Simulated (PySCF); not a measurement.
Molecule: Acetyl Chloride, C2H3ClO.

Geometry (Å), atoms numbered from 1 in this order:
```xyz
7

C    -0.586   -0.074   -0.036
C     0.855    0.283   -0.213
O     1.314    1.351   -0.425
Cl    1.916   -1.158   -0.065
H    -1.200    0.829   -0.130
H    -0.730   -0.538    0.951
H    -0.875   -0.818   -0.792
```

Geometry PBE0-D3(BJ)/def2-SVP throughout; GIAO in PySCF 2.14.0 with density-fitted response routines, gas phase, one conformer, non-relativistic; equivalent atoms averaged; functional PBE0.

For orientation, aug-cc-pVDZ gives these shifts δ (against TMS, H2O, HCl at the same level): C2 174.9, C1 31.9, O3 540.8, Cl4 445.2, H5/H6/H7 2.60 ppm.

A run gave: C2 178.1, C1 33.5, O3 581.6, Cl4 444.3, H5/H6/H7 2.46 ppm (shifts δ (against TMS, H2O, HCl at the same level)).

**Question.** Which basis set was used in that run?
A. cc-pVDZ
B. pcSseg-0
C. IGLO-III
D. cc-pVTZ

**Answer.** D. Cl4 tells them apart best: cc-pVTZ gives 444.3, cc-pVDZ gives 418.3, IGLO-III gives 485.9, pcSseg-0 gives 471.4 ppm.
